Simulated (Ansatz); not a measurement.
# MgH₂: ionisation energy by level of theory

How much energy removes an electron from MgH₂ at fixed geometry? The cation is run at each level and the neutral's energy taken from earlier runs.

Program: Ansatz 0.2.0, Gaussian basis. Level of theory: unrestricted cation, the program's frozen cores in correlated methods. These are calculated values, not measurements.

Plan: UKS PBE-D4/def2-TZVPP; UKS r2SCAN-D4/def2-TZVPP; UKS PBE0-D4/def2-TZVPP; UKS B3LYP-D4/def2-TZVPP; UKS wB97X-V/def2-TZVPP; UKS wB97M-V/def2-TZVPP; UKS B2PLYP/def2-TZVPP; UHF-CCSD(T)/def2-TZVPP; UHF-CCSD(T)/def2-QZVPP; extrapolation to the limit; then −ε(HOMO) from the neutral's earlier runs with LDA (SPW92), PBE-D4, revPBE-D4, BLYP-D4, r2SCAN-D4, B97M-V, PBE0-D4, B3LYP-D4, r2SCANh-D4, r2SCAN0-D4, HSE06-D4, BHLYP-D4, CAM-B3LYP-D4, LC-ωPBE, ωB97X-V, ωB97M-V.

## Step 1: The geometry

An earlier PBE0-D4 in a triple-zeta def2 set relaxation fixed the geometry.

SMILES `[MgH2]`, 3 atoms, charge 0, spin multiplicity 1.

Atoms are counted from 1 here; the program's logs count them from 0.

Bond lengths: Mg1–H2 1.704 Å, Mg1–H3 1.704 Å. Angles: H2–Mg1–H3 180.0°.

Geometry (Å):

```mol
H2Mg
  3D, bonds by distance, orders not assigned

  3  2  0  0  0  0  0  0  0  0999 V2000
   -0.0040   -0.0214   -0.0045 Mg  0  0
    0.6392    1.4712    0.5082 H   0  0
   -0.6462   -1.5146   -0.5169 H   0  0
  1  2  8  0
  1  3  8  0
M  END
```

## Step 2: Cation, UKS PBE-D4/def2-TZVPP

in.yaml reads:

```yaml
crystal:
  periodic: [false, false, false]
  atoms:
    - {symbol: Mg, position_ang: [-0.003994, -0.021439, -0.004504]}
    - {symbol: H, position_ang: [0.639158, 1.471245, 0.508183]}
    - {symbol: H, position_ang: [-0.646164, -1.514606, -0.516880]}
basis:
  gaussian: {orbitals: def2-TZVPP}
total_charge: 1
magnetization: {spin_polarized: true, initial_magnetization: 1}
hamiltonian: {xc: pbe, dispersion: d4}
```

Started as:

```bash
$ ansatz run in.yaml --threads 2 --pin off --events-out ev --progress --plain --max-ram 32768MiB --backend cpu
```

After this run come: Cation, UKS r2SCAN-D4/def2-TZVPP; Cation, UKS PBE0-D4/def2-TZVPP; Cation, UKS B3LYP-D4/def2-TZVPP; Cation, UKS wB97X-V/def2-TZVPP; Cation, UKS wB97M-V/def2-TZVPP; Cation, UKS B2PLYP (frozen core)/def2-TZVPP; Cation, UHF-CCSD(T)/def2-TZVPP; Cation, UHF-CCSD(T)/def2-QZVPP.

Before running them: what should the planned runs give, taken together? Wanted: ionisation energy, CCSD(T)/CBS; nearest functional by difference; nearest −ε(HOMO); −ε(HOMO) of PBE; T1 of the cation.

As calculated:

| quantity | value |
| --- | --- |
| ionisation energy, CCSD(T)/CBS | 9.88 eV |
| nearest functional by difference | ωB97X-V (+0.01 eV) |
| nearest −ε(HOMO) | LC-ωPBE (+0.08 eV) |
| −ε(HOMO) of PBE | 6.04 eV |
| T1 of the cation | 0.032 |

**Reading.** Energy differences with functionals land within 0.46 eV of the reference. The PBE orbital energy is 3.8 eV too small: a semilocal HOMO is no ionisation energy. Among orbital estimates LC-ωPBE comes nearest. Hartree-Fock falls 0.86 eV short, as the neutral has more correlation energy than the cation. The cation's T1 (from the report) is 0.032, near the customary mark of 0.045 for open shells, so the coupled-cluster value is less safe. The cation may have settled in a state other than its lowest; no search over hole states beyond the program's own was made. Correlated methods include outer-core shells of Mg, which these sets cover unevenly. With outer-core shells in play the reference is unsure by up to some tenths of an eV, so close misses can't be ranked.
